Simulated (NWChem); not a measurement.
Everything below was run with NWChem. System: dimethyl ether (C$_{2}$H$_{6}$O), charge 0, spin multiplicity 1, at a geometry optimised with PBE0/def2-SVP. Level: MP2/def2-TZVP, 3 core orbitals frozen.

Output (cleaned and shortened):

```
             Northwest Computational Chemistry Package (NWChem) 7.3.0
             --------------------------------------------------------

                                NWChem Input Module
                                -------------------

 Scaling coordinates for geometry "geometry" by  1.889725989
 (inverse scale =  0.529177249)

 Turning off AUTOSYM since
 SYMMETRY directive was detected!

                             Geometry "geometry" -> ""
                             -------------------------

 Output coordinates in angstroms (scale by  1.889725989 to convert to a.u.)

  No.       Tag          Charge          X              Y              Z
 ---- ---------------- ---------- -------------- -------------- --------------
    1 C                    6.0000    -1.16107900     0.00000000    -0.18806400
    2 O                    8.0000     0.00000000     0.00000000     0.57779000
    3 C                    6.0000     1.16107900     0.00000000    -0.18806400
    4 H                    1.0000    -1.23304200    -0.89523100    -0.83951400
    5 H                    1.0000    -1.23304200     0.89523100    -0.83951400
    6 H                    1.0000    -2.02146000     0.00000000     0.49625600
    7 H                    1.0000     1.23304200    -0.89523100    -0.83951400
    8 H                    1.0000     2.02146000     0.00000000     0.49625600
    9 H                    1.0000     1.23304200     0.89523100    -0.83951400

 Effective nuclear repulsion energy (a.u.)      84.3016847105

            Nuclear Dipole moment (a.u.)
            ----------------------------
        X                 Y               Z
 ---------------- ---------------- ----------------
     0.0000000000     0.0000000000     0.0000151178

      Symmetry information
      --------------------

 Group name             C2v
 Group number             16
 Group order               4
 No. of unique centers     4

      Symmetry unique atoms

     1    2    4    6


 Summary of "ao basis" -> "" (spherical)
 ------------------------------------------------------------------------------
       Tag                 Description            Shells   Functions and Types
 ---------------- ------------------------------  ------  ---------------------
 *                         def2-tzvp                  on all atoms

 Summary of "ao basis" -> "ao basis" (spherical)
 ------------------------------------------------------------------------------
       Tag                 Description            Shells   Functions and Types
 ---------------- ------------------------------  ------  ---------------------
 C                         def2-tzvp                11       31   5s3p2d1f
 O                         def2-tzvp                11       31   5s3p2d1f
 H                         def2-tzvp                 4        6   3s1p

                                 NWChem SCF Module
                                 -----------------

  ao basis        = "ao basis"
  functions       =   129
  atoms           =     9
  closed shells   =    13
  open shells     =     0
  charge          =   0.00
  wavefunction    = RHF
  use symmetry    = T
  symmetry adapt  = T

 Summary of "ao basis" -> "ao basis" (spherical)
 ------------------------------------------------------------------------------
       Tag                 Description            Shells   Functions and Types
 ---------------- ------------------------------  ------  ---------------------
 C                         def2-tzvp                11       31   5s3p2d1f
 O                         def2-tzvp                11       31   5s3p2d1f
 H                         def2-tzvp                 4        6   3s1p

      Symmetry analysis of basis
      --------------------------

        a1         46
        a2         20
        b1         39
        b2         24

 Forming initial guess at       0.1s

      Superposition of Atomic Density Guess
      -------------------------------------

 Sum of atomic energies:        -153.12581886

      Non-variational initial energy
      ------------------------------

 Total energy =    -154.802956
 1-e energy   =    -373.555966
 2-e energy   =     134.451325
 HOMO         =      -0.342239
[...]
  ----- ------------  ---------------      ----- ------------  ---------------
    39      0.320163  2 O  pz                42      0.292162  2 O  pz
    45      0.203767  2 O  pz                 8     -0.171004  1 C  pz
    70     -0.171004  3 C  pz

 Vector   13  Occ=2.000000D+00  E=-4.222092D-01  Symmetry=b2
              MO Center=  4.7D-15, -6.1D-15,  2.3D-02, r^2= 2.1D+00
   Bfn.  Coefficient  Atom+Function         Bfn.  Coefficient  Atom+Function
  ----- ------------  ---------------      ----- ------------  ---------------
    38      0.379760  2 O  py                41      0.348671  2 O  py
    44      0.266225  2 O  py

 Vector   14  Occ=0.000000D+00  E= 1.445380D-01  Symmetry=a1
              MO Center=  1.7D-14,  1.2D-15, -8.2D-01, r^2= 7.5D+00
   Bfn.  Coefficient  Atom+Function         Bfn.  Coefficient  Atom+Function
  ----- ------------  ---------------      ----- ------------  ---------------
     5      3.209941  1 C  s                 67      3.209941  3 C  s
    96     -1.566211  4 H  s                102     -1.566211  5 H  s
   114     -1.566211  7 H  s                126     -1.566211  9 H  s
   108     -1.074659  6 H  s                120     -1.074659  8 H  s
    14     -0.479787  1 C  pz                76     -0.479787  3 C  pz

 Vector   15  Occ=0.000000D+00  E= 1.819854D-01  Symmetry=b1
              MO Center=  3.1D-13, -1.2D-14, -4.8D-01, r^2= 9.7D+00
   Bfn.  Coefficient  Atom+Function         Bfn.  Coefficient  Atom+Function
  ----- ------------  ---------------      ----- ------------  ---------------
     5      4.839715  1 C  s                 67     -4.839715  3 C  s
    96     -1.751977  4 H  s                102     -1.751977  5 H  s
   114      1.751977  7 H  s                126      1.751977  9 H  s
   108     -1.493597  6 H  s                120      1.493597  8 H  s
    43      0.568662  2 O  px                 4     -0.398084  1 C  s

 Vector   16  Occ=0.000000D+00  E= 2.121226D-01  Symmetry=a1
              MO Center= -4.4D-13, -1.3D-15, -1.4D-01, r^2= 6.7D+00
   Bfn.  Coefficient  Atom+Function         Bfn.  Coefficient  Atom+Function
  ----- ------------  ---------------      ----- ------------  ---------------
    36      2.697294  2 O  s                  5     -0.938869  1 C  s
    67     -0.938869  3 C  s                 14     -0.854298  1 C  pz
    76     -0.854298  3 C  pz                12     -0.741069  1 C  px
    74      0.741069  3 C  px               108      0.568742  6 H  s
   120      0.568742  8 H  s                 45     -0.459435  2 O  pz

 center of mass
 --------------
 x =   0.00000000 y =   0.00000000 z =   0.09621078

 moments of inertia (a.u.)
 ------------------
          45.129962628800           0.000000000000           0.000000000000
           0.000000000000         200.433327320169           0.000000000000
           0.000000000000           0.000000000000         178.378433819616

  Mulliken analysis of the total density
  --------------------------------------

    Atom       Charge   Shell Charges
 -----------   ------   -------------------------------------------------------
    1 C    6     6.09   0.85  1.12  0.48  0.65  0.08  1.20  1.28  0.29  0.03  0.09  0.01
    2 O    8     8.39   0.79  1.18  0.55  0.97  0.29  1.86  2.07  0.64  0.00  0.04  0.00
    3 C    6     6.09   0.85  1.12  0.48  0.65  0.08  1.20  1.28  0.29  0.03  0.09  0.01
    4 H    1     0.91   0.27  0.50  0.13  0.02
    5 H    1     0.91   0.27  0.50  0.13  0.02
    6 H    1     0.89   0.27  0.50  0.10  0.02
    7 H    1     0.91   0.27  0.50  0.13  0.02
    8 H    1     0.89   0.27  0.50  0.10  0.02
    9 H    1     0.91   0.27  0.50  0.13  0.02

       Multipole analysis of the density wrt the origin
       ------------------------------------------------

     L   x y z        total         open         nuclear
     -   - - -        -----         ----         -------
     0   0 0 0     -0.000000      0.000000     26.000000

     1   1 0 0      0.000000      0.000000      0.000000
     1   0 1 0      0.000000      0.000000      0.000000
     1   0 0 1     -0.526569      0.000000      0.000015

     2   2 0 0    -12.955081      0.000000    108.672575
     2   1 1 0      0.000000      0.000000      0.000000
     2   1 0 1      0.000000      0.000000      0.000000
     2   0 2 0    -15.033411      0.000000     11.447954
     2   0 1 1      0.000000      0.000000      0.000000
     2   0 0 2    -15.824699      0.000000     22.879174

                   NWChem MP2 Semi-direct Energy/Gradient Module
                   ---------------------------------------------

  Basis functions       =    129
  Molecular orbitals    =    129
  Frozen core           =      3
  Frozen virtuals       =      0
  Active alpha occupied =     10
  Active beta occupied  =     10
  Active alpha virtual  =    116
  Active beta virtual   =    116
  Use MO symmetry       = T
  Use skeleton AO sym   = T

  AO/Fock/Back tols     =   1.0D-09  1.0D-09  1.0D-09

 GA uses MA = F    GA memory limited = T

 Available:
  local mem=  1.26D+08
 global mem=  1.44D+08
 local disk=  0.00D+00
  mp2_memr nvloc                   116
  nvloc new                   116
   1 passes of  10:        5242880                      91924                  32945140.
   1 passes of  10: M    126151581           G      144145918           F     120908701.

 Semi-direct pass number   1 of   1  for RHF alpha+beta  at        2.4s
  vrange nnbf                  8346
  mp2_eaftype                   125  avail_ma_in_mb                  1099
 EAF : mp2_eaftype filesize         125   16472570.
  mp2_eaf for mointskh                    125
Node 0 wrote     77.5 Mb in      0.1 s     Agg I/O rate:  1335.9 Mb/s
 Done moints_semi at        9.1s
  mp2_eaftype                   125  avail_ma_in_mb                   974
 EAF : mp2_eaftype filesize         125   16472570.
  mp2_eaf for kh                   125
 Done maket at        9.5s
 Done multipass loop at        9.5s

          -------------------------------------------
          SCF energy                -154.129451309964
          Correlation energy          -0.579777194637
          Singlet pairs               -0.380221461781
          Triplet pairs               -0.199555732856
          Total MP2 energy          -154.709228504600
          -------------------------------------------

          ---------------------------------------------------
                    Spin Component Scaled (SCS) MP2
          Same spin pairs                     -0.133037155237
          Same spin scaling factor             0.333333333333
          Opposite spin pairs                 -0.446740039400
          Opposite spin scaling fact.          1.200000000000
          SCS-MP2 correlation energy          -0.580433765692
          Total SCS-MP2 energy              -154.709885075656
          ---------------------------------------------------

 -----------------------
 Performance information
 -----------------------

 Timer overhead =  1.63D-07 seconds/call

               Nr. of calls         CPU time (s)                 Wall time (s)                GFlops
             ---------------    -------------------     ------------------------------   -------------------
Name         Min   Avg   Max    Min     Avg     Max     Min     Avg     Max   Mx/calls   Min     Max     Sum
mp2: moin     1     1     1    6.7     6.7     6.7      6.7     6.7     6.7     6.7      0.0     0.0     0.0
mp2: make     1     1     1   0.39    0.39    0.39     0.39    0.39    0.39    0.39      0.0     0.0     0.0
mp2: tota     1     1     1    7.1     7.1     7.1      7.1     7.1     7.1     7.1      0.0     0.0     0.0

 The average no. of pstat calls per process was 3.00D+00
 with a timing overhead of 4.88D-07s

 Task  times  cpu:        9.5s     wall:        9.5s

 Total times  cpu:        9.5s     wall:        9.5s
```

Task: Write an NWChem input that would produce this output.

Result: This is not unique; one that fits is 
```
start mol
memory heap 200 mb stack 900 mb global 1100 mb
geometry units angstroms nocenter noautoz
  C     -1.161079     0.000000    -0.188064
  O      0.000000     0.000000     0.577790
  C      1.161079     0.000000    -0.188064
  H     -1.233042    -0.895231    -0.839514
  H     -1.233042     0.895231    -0.839514
  H     -2.021460     0.000000     0.496256
  H      1.233042    -0.895231    -0.839514
  H      2.021460     0.000000     0.496256
  H      1.233042     0.895231    -0.839514
  symmetry group C2v
end
basis spherical
  * library def2-tzvp
end
scf
  rhf
  nopen 0
  maxiter 100
  thresh 1e-7
  semidirect memsize 60000000 filesize 0
end
mp2
  freeze core 3
end
task mp2 energy
```
